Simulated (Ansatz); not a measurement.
A nudged elastic band was laid between two geometries of BFH2 + H (5 atoms, charge 0, multiplicity 2).

All numbers below come from UKS r2SCANh/6-31G* (Ansatz 0.2.0).

| Quantity | Value |
| --- | --- |
| movable images | 5 |
| climbing image | yes |
| spring | 5.0 eV/Å² |
| optimiser | quadratic models (default) |
| start path | through a guess of the saddle point |
| force threshold | 0.05 eV/Å |
| iteration limit | 60 |
| end points | relaxed |

First end point:

```xyz
5
Properties=species:S:1:pos:R:3
B 0.000 0.000 -0.251
F 0.000 0.000 1.070
H 1.059 0.000 -0.810
H -1.059 0.000 -0.810
H 0.000 0.000 3.971
```

Last end point:

```xyz
5
Properties=species:S:1:pos:R:3
B 0.000 0.307 0.109
F 0.000 -0.671 1.707
H 1.077 0.068 -0.340
H -1.077 0.068 -0.340
H 0.000 0.228 2.033
```

Problem. What changes between the two ends?

Solution. Bonds broken: B1–F2. Bonds formed: F2–H5. BFH2 + H becomes BH2 + FH.

Problem. What energy profile does the band end with?

Solution. The run converged. The highest image is number 4 of 0 to 6, 1.44 eV above the first end and 0.08 eV above the last; the last end lies 1.36 eV above the first. A structure lower than the first end lies on the path between it and the top, so the climb from that side starts below the end, which may itself be a saddle point or a shallow side well. Neighbouring images differ by up to 1.3 eV, so the band resolves the path poorly. A vibrational analysis at the climbing image gives one clearly imaginary mode, 114i cm⁻¹: a first-order saddle point.

| image | path coordinate (Å) | energy (eV) | B1–F2 (Å) | F2–H5 (Å) |
| --- | --- | --- | --- | --- |
| 0 | 0.00 | 0.00 | 1.32 | 2.90 |
| 1 | 0.90 | 0.00 | 1.32 | 2.86 |
| 2 | 1.79 | 0.00 | 1.32 | 2.86 |
| 3 | 2.69 | 0.13 | 1.33 | 2.03 |
| 4 | 3.59 | 1.44 | 1.91 | 0.94 |
| 5 | 4.44 | 1.41 | 1.88 | 0.94 |
| 6 | 5.28 | 1.36 | 1.87 | 0.96 |

Problem. What is the geometry of the highest image?

Solution. 
```xyz
5
Properties=species:S:1:pos:R:3
B 0.018 0.341 -0.125
F 0.163 0.439 1.774
H 1.042 -0.234 -0.345
H -1.082 -0.131 -0.155
H -0.140 -0.414 2.020
```

Run time: 2.9 min on 1 thread of Intel(R) Xeon(R) 6975P-C (Granite Rapids), on a shared host, peak memory 0.14 GiB.
